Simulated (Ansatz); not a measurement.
The cluster Na2O⁺ (the lowest doublet isomer of a short search) was relaxed with PBE0-D4 (def2-TZVP) in Ansatz in these states: charge +1 doublet, charge +1 quartet. The geometries follow in no particular order.

A:

```xyz
3

Na    2.902    0.025    0.015
Na   -2.902   -0.025   -0.015
O     0.000    0.000    0.000
```

B:

```xyz
3

Na   -1.311   -1.672    0.053
Na    1.311    1.672   -0.053
O     0.000    0.000    0.000
```

Q: Judge from the bond lengths which geometry belongs to which state (an estimate).

A: A is the charge +1 quartet (Na1–O3 2.902 Å, Na2–O3 2.902 Å); B is the charge +1 doublet (Na1–O3 2.125 Å, Na2–O3 2.125 Å).

At PBE0-D4/def2-TZVP a doublet lies 4.40 eV below the charge +1 quartet. These are the stationary points nearest to one start from a short search; other shapes may lie lower in each state.
